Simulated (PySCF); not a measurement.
# NO and its ions

ROHF-MP2; PySCF, no relativity, basis sets N 6-31G(d,p), O 6-31G(d,p). Neutral (ROHF): doublet (π ↑), Re = 1.177 Å, ωe = 1910 cm⁻¹, De = 6.21 eV.

NO⁺ (RHF): singlet (closed shell), Re = 1.104 Å, ωe = 2115 cm⁻¹, De = 10.34 eV to N + O⁺. The energies at the minima are -129.56113 hartree for NO and -129.23713 for NO⁺.

**Question.** Work out the adiabatic ionisation energy, without and with harmonic zero-point energies (1 hartree = 27.2114 eV, 1 eV = 8065.5 cm⁻¹), and the change of the bond length.

**Answer.** At MP2: 0.32400 hartree = 8.816 eV between the minima; the zero-point term (2115.0 − 1910.0)/2 cm⁻¹ = +0.013 eV makes it 8.829 eV. Re changes by -7.3 pm against the neutral. The electron leaves a π orbital, and the shorter bond of the ion fits an antibonding orbital, or a change in how ionic the bond is.

Correlated steps freeze 2 core orbitals. Correlated levels converge slowly with the basis: in double zeta they bind strong bonds too weakly, by up to about 1 eV, and carry superposition errors of some tenths. For an ion De counts to the pair picked by the measured ionisation energies or electron affinities, which need not be the lowest pair at this level. Where the molecule has an RHF reference, its open-shell atoms are computed with UHF. States were picked by a PBE0 search and need not be the measured ground states.
